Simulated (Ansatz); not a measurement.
Isomers of C₃H₇NO, relaxed with PBE0-D4/def2-TZVP in Ansatz; electronic energies, one conformer each and not always the lowest. Functionals use def2-TZVPP; CBS adds triple-zeta CCSD(T) − MP2 to the MP2 limit of def2-TZVPP and def2-QZVPP.

Problem. Order them by energy at frozen-core CCSD(T)/CBS, lowest first. (Best estimate.)
A. `COC(C)=N`
B. `CN(C)C=O`
C. `CNC(C)=O`

Solution. C (0.0 kcal/mol), B (10.0 kcal/mol), A (15.7 kcal/mol).

Problem. How do B3LYP-D4, PBE-D4, B3LYP, r2SCAN-D4 place them (kcal/mol, against `CNC(C)=O`)? (An estimate is asked.)

Solution. The calculation gave: 
```tsv
isomer	B3LYP-D4	PBE-D4	B3LYP	r2SCAN-D4
`COC(C)=N`	17.2	18.1	17.2	17.6
`CN(C)C=O`	9.3	9.1	9.6	10.0
```

B3LYP here is the variant with VWN-RPA as its local correlation; programs differ in this.
